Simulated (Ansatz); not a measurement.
A made-up structure of CH3BF (charge -1), singlet:

```
6
angstrom
C -0.5911 0.2135 -0.4498
B 0.5366 -0.2015 0.3589
F 0.6077 -0.0194 1.7502
H 0.7769 0.8942 0.6126
H -1.4842 0.7029 -0.0546
H 1.5419 -0.7511 -0.0765
```

It is relaxed with PBE-D4/def2-SVPD and then PBE0-D4/def2-TZVPD (Ansatz 0.2.0). Atoms count as bonded within 1.22 times the sum of their covalent radii (H–H: 0.88 Å). The end point is not checked to be a true minimum.

Does its bonding change? (Judge from chemistry; the calculation decides.)

The calculation gives: Yes. Formed: C1–H4; broken: B2–H4.

Where it ends: The first stage lowers the energy by 4.48 eV in 16 steps. It ends as CH₃BF ([CH2][BH][F]), total charge -1:
```csv
atom,x (Å),y (Å),z (Å)
C1,-0.2288,0.6316,-0.0223
B2,0.6632,-0.2853,0.6573
F3,0.3501,-0.9224,1.8695
H4,0.0466,1.1090,-0.9629
H5,-1.2198,0.9090,0.3445
H6,1.7765,-0.6033,0.2548
```

Labels in which every atom is bracketed show which atoms are joined, not bond orders.

For scale, one of the runs: PBE0-D4/def2-TZVPD relaxation, 141 basis functions, launched by `ansatz run in.yaml --threads 2 --pin off --events-out ev --progress --plain --max-ram 4352MiB`. The run took about 16 s on 2 CPU threads of an Arm Neoverse V1 (shared host).
